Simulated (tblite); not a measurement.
Potential energy surface of H₂F, doublet: collinear H-F-H surface. Scanned: H-F distance and F-H distance.

Cartesian coordinates as functions of the variables (Å; names that start with a are angles):
```
H  0  0  -r1
F  0  0  0
H  0  0  r2
```

Calculation: GFN2-xTB, 300 K electronic temperature (tblite 0.5.0).

Energy in kJ/mol above the lowest grid point; x is the H-F distance (Å), y the F-H distance (Å).

```csv
y \ x,0.78,0.87,0.94,1.02,1.11,1.20,1.30,1.42,1.57,1.77,2.03,2.38,2.67
2.67,93.2,11.3,0.0,14.0,45.2,82.0,124.2,174.1,231.4,293.8,353.4,403.2,—
2.38,95.2,13.3,1.9,15.8,46.8,83.4,125.2,174.0,228.5,287.6,343.2,386.7,403.2
2.03,105.0,22.8,11.2,24.7,55.0,90.6,130.2,174.2,221.1,270.5,314.0,343.2,353.4
1.77,129.4,46.6,34.4,46.9,75.6,108.1,141.7,175.6,209.4,243.2,270.5,287.6,293.8
1.57,177.1,93.3,79.9,90.4,115.0,140.0,161.3,178.8,194.5,209.4,221.1,228.5,231.4
1.42,250.5,165.1,149.6,156.2,172.3,183.2,185.8,183.1,178.8,175.6,174.2,174.0,174.1
1.30,352.8,264.7,245.6,244.3,243.8,232.5,211.5,185.8,161.3,141.7,130.2,125.2,124.2
1.20,486.2,393.6,367.5,350.4,321.6,280.7,232.5,183.2,140.0,108.1,90.6,83.4,82.0
1.11,662.6,561.3,519.9,471.0,399.3,321.6,243.8,172.3,115.0,75.6,55.0,46.8,45.2
1.02,918.0,794.9,714.5,604.4,471.0,350.4,244.3,156.2,90.4,46.9,24.7,15.8,14.0
0.94,1242.2,1063.5,906.9,714.5,519.9,367.5,245.6,149.6,79.9,34.4,11.2,1.9,0.0
0.87,1623.5,1323.4,1063.5,794.9,561.3,393.6,264.7,165.1,93.3,46.6,22.8,13.3,11.3
0.78,2210.4,1623.5,1242.2,918.0,662.6,486.2,352.8,250.5,177.1,129.4,105.0,95.2,93.2
```

Points that lie below all their neighbours on the grid (none is named beside a point without a result): x = 2.67, y = 0.94 on the edge of the grid (0.0 kJ/mol); x = 0.94, y = 2.67 on the edge of the grid (0.0 kJ/mol). The lowest path on the grid from the first to the second passes x = 1.57, y = 1.42 at 178.8 kJ/mol.

A dash means that the run gave no value there, or that the column was ended at a point which the program doubted or which failed a test of continuity chosen for this set; such a test can also cut sound points.
